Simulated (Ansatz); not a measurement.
Mulliken charges of FH$_{2}$MgN (`[NH2][Mg][F]`) from r2SCAN/def2-TZVPP in Ansatz (PBE0-D4/def2-TZVP geometry).

```
atom   x (Å)   y (Å)   z (Å)  charge (e)
  N1  -0.551   0.606  -0.219      -0.728
 Mg2   0.668  -0.745   0.240       0.986
  F3   1.808  -2.008   0.669      -0.579
  H4  -0.549   1.554   0.125       0.161
  H5  -1.327   0.519  -0.857       0.161
```

Q: By hand: the dipole of these point charges (1 e Å = 4.8032 D).

A: Σ q r = (-0.289, 0.321, -0.109) e Å, of length 0.445 e Å = 2.14 D.

Q: How does the dipole of the full density compare? (An estimate is asked.)

A: Computed: (-0.292, 0.323, -0.110) e Å, 2.16 D; the point charges give 0.99 times that, at 0° from its direction.

Point charges leave out the atoms' own dipoles, such as those of lone pairs, and Mulliken's split depends on the basis, so the close match here is no proof of good charges.
